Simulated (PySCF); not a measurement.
**Chlorotrifluoroethylene (C₂ClF₃): electronic excitations and core binding energies**

What electronic excitations and core binding energies should Chlorotrifluoroethylene (C₂ClF₃) (`FC(F)=C(F)Cl`) show?

Computed with PySCF 2.14.0, with density-fitted response routines of our own, on a single molecule in the gas phase. Atoms count from 0, in the outputs and in this text.

## Step 1: The molecule as given

6 atoms, charge 0, multiplicity 1; geometry from: GFN2-xTB.

Bonds of the start (Å): F0–C1 1.32, C1–F2 1.32, C1–C3 1.33, C3–F4 1.33, C3–Cl5 1.71.

## Step 2: Ultraviolet spectrum: PBE0/def2-SVPD

Job settings and geometry (Å):

```
{"job": {"kind": "uv", "xc": "PBE0", "basis": "def2-SVPD", "nstates": 8, "ntriplets": 3}, "charge": 0, "multiplicity": 1}
F      0.583187    -0.716062     1.581687
C      0.210297     0.135658     0.642458
F      0.272731     1.384540     1.067895
C     -0.181567    -0.210019    -0.582279
F     -0.220198    -1.493449    -0.943266
Cl    -0.661328     0.901321    -1.788070
```

Method: TDDFT PBE0/def2-SVPD, vertical, gas phase, core orbitals frozen in the response.

**Question.** This job is followed by: delta-SCF UKS SCAN, pcX-2 on the ionised atom, pcseg-1 elsewhere, spin-free X2C. What will the session give for the following? lowest singlet (PBE0/def2-SVPD); brightest single state of those computed; lowest triplet; F1s binding energies, SCAN/pcX-2; C1s binding energies, SCAN/pcX-2; Cl1s binding energies, SCAN/pcX-2; Cl2p binding energies, SCAN/pcX-2.

The runs gave:

```
                                quantity                               value
         lowest singlet (PBE0/def2-SVPD)         5.92 eV (209 nm), f = 0.000
brightest single state of those computed         state 4, 7.48 eV, f = 0.378
                          lowest triplet                             4.33 eV
        F1s binding energies, SCAN/pcX-2  F2 694.75, F0 694.68, F4 694.27 eV
        C1s binding energies, SCAN/pcX-2             C1 296.04, C3 295.07 eV
       Cl1s binding energies, SCAN/pcX-2                      Cl5 2830.31 eV
       Cl2p binding energies, SCAN/pcX-2                       Cl5 208.24 eV
```

What this shows: The lowest singlet, at 5.92 eV, is HOMO→LUMO+1 0.95 and is dark; of the 8 states computed, the strongest absorption comes from state 4 at 7.48 eV. The lowest triplet lies 1.59 eV below the lowest singlet (triplets in Tamm-Dancoff, singlets in full TDDFT). F2 (vinylic fluorine) binds its F1s electron 0.48 eV more tightly than F4 (vinylic fluorine). The C1s levels kept as sound span 0.97 eV, from C3 (fully substituted alkene carbon) up to C1 (fully substituted alkene carbon).
